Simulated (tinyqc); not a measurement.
Worked calculation (part 2 of 2): RHF in the sto-3g basis, for HF, spin multiplicity 1. Computed by tinyqc, a small Python program that keeps every step (integrals from PySCF). Command: `OMP_NUM_THREADS=1 python tinyqc.py 31459 31460 out.jsonl` (the two numbers bound the seeds that draw the settings). One thread of a shared host (Intel(R) Xeon(R) Processor @ 2.60GHz), about 0.05 s of CPU time with the checks.

Geometry (angstrom):
```
atom         x         y         z
F     0.000000  0.000000  0.000000
H     0.000000  0.000000  1.101000
```

## Populations, bond orders and dipole

D after iteration 9, lower triangle:
```
            1F 1s      1F 2s    1F 2px    1F 2py    1F 2pz     2H 1s
1F 1s    2.117944
1F 2s   -0.498300   2.126138
1F 2px   0.000000   0.000000  2.000000
1F 2py   0.000000   0.000000  0.000000  2.000000
1F 2pz   0.067640  -0.361601  0.000000  0.000000  0.951542
2H 1s    0.002150  -0.135509  0.000000  0.000000  0.797246  0.682177
```

overlap S, lower triangle:
```
           1F 1s     1F 2s    1F 2px    1F 2py    1F 2pz     2H 1s
1F 1s   1.000000
1F 2s   0.237990  1.000000
1F 2px  0.000000  0.000000  1.000000
1F 2py  0.000000  0.000000  0.000000  1.000000
1F 2pz  0.000000  0.000000  0.000000  0.000000  1.000000
2H 1s   0.031842  0.335456  0.000000  0.000000  0.282320  1.000000
```

Mulliken: Z minus the diagonal of D S on the atom; Loewdin: the same with S^(1/2) D S^(1/2); Mayer order: 2 sum_s sum (D(s) S)_ij (D(s) S)_ji over the two atoms.

Charges (e):
```
atom   Mulliken    Loewdin
1F    -0.138133  -0.108531
2H     0.138133   0.108531
```

Mayer bond orders:
```
pair     order
2-1   0.980919
```

dipole moment about the origin, x y z (debye): 0.000000  0.000000  1.127364
